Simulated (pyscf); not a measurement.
HC≡C–CH₂–Cl + H• → HC≡C–CH₃ + Cl•, a substitution at C (doublet surface; C–Cl broken, C–H formed). Optimised with ωB97X-D3(BJ)/def2-SVP in PySCF. MP2 and CC: frozen core, UHF for open shells. ΔMP2 is the change of the MP2 total energy from the triple- to the quadruple-zeta basis. Energies in kcal/mol from the separated reactants.

Small-basis levels: PySCF, no dispersion term, spherical d functions. AM1 to PM7: differences of heats of formation from MOPAC, which are fitted to 298 K values and so differ in kind from electronic energies by zero-point and thermal terms. Open shells are spin-unrestricted. 

```csv
level,barrier,reaction energy
HF/STO-3G,34.6,-51.2
HF/3-21G,23.2,-46.2
HF/6-31G*,33.6,-35.6
SVWN5/6-31G*,6.2,-17.4
BP86/6-31G*,10.6,-26.6
B3LYP/3-21G,8.0,-39.8
B3LYP/6-31G*,15.7,-30.5
M06-2X/6-31G*,20.2,-26.2
PBE/def2-SVP,13.3,-22.0
B3LYP/def2-SVP,15.9,-30.2
PM6,12.2,-19.8
PM7,14.1,-20.0
CCSD(T)/def2-TZVPP + ΔMP2(QZVPP),20.5,-26.9
```

Against the last row the barrier runs from -14.3 (SVWN5/6-31G*) to +14.1 kcal/mol (HF/STO-3G). CCSD(T)/def2-TZVPP + ΔMP2(QZVPP) has limits of its own. On the product side the descent ends in what is likely a three-electron adduct, which functionals tend to overbind, 9.9 kcal/mol under the separated species and 57.1 kcal/mol under the saddle at ωB97X-D3(BJ)/def2-TZVP. Abstraction by the radical was not located in this set and often lies lower. This is the saddle that the search found; another between the same sides may lie lower. The angle at the attacked C is 169°. The CCSD(T) − MP2 part came from Ansatz, without density fitting, on the same reference. Left out: the spin-orbit lowering of Cl.
